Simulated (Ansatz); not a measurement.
Geometry optimisation, Ansatz 0.2.0, UKS B3LYP-D4/STO-3G.

The input (input.yaml):

```yaml
crystal:
  periodic: [false, false, false]
  atoms:
    - { symbol: B, position_ang: [-0.6147, -0.763, -0.0913] }
    - { symbol: C, position_ang: [0.2651, 0.5157, 0.1405] }
    - { symbol: S, position_ang: [1.1163, -0.8557, 0.69] }
    - { symbol: H, position_ang: [-1.3252, -1.1208, -0.9325] }
    - { symbol: H, position_ang: [0.6786, 0.9563, -0.8071] }
    - { symbol: H, position_ang: [-0.078, 1.2035, 0.9542] }
magnetization:
  spin_polarized: true
basis:
  gaussian: { orbitals: STO-3G }
hamiltonian:
  xc: b3lyp
  dispersion: d4
relax:
  f_tol: 0.02
  max_steps: 40
output:
  orbitals: {}
```

Launched with:

```bash
$ ansatz run input.yaml --threads 1 --pin off --max-ram 2048MiB --backend cpu --events-out ev --progress --plain --runs-dir out
```

Q: Where does it end, and by what steps?

A: The forces met the threshold. Limits of this set-up: minimal basis. After 5 steps the energy has fallen by 1.290 eV; H4 moved furthest, 0.26 Å.

```tsv
step	energy less start (eV)	largest force component (eV/Å)	accepted
0	0.0000	5.097	yes
1	-1.1140	1.408	yes
2	-1.2737	0.880	yes
3	-1.2893	0.077	yes
4	-1.2898	0.036	yes
5	-1.2899	0.012	yes
```

```xyz
6
Properties=species:S:1:pos:R:3
B -0.477 -0.746 -0.237
C 0.236 0.590 0.083
S 0.981 -1.025 0.629
H -1.388 -1.274 -0.728
H 0.802 1.140 -0.683
H -0.112 1.252 0.890
```

Whether the end is a true minimum wasn't checked by a vibrational analysis.

Run time: 7.4 s on 1 thread of Arm Neoverse V2, on a shared host, peak memory 0.12 GiB.
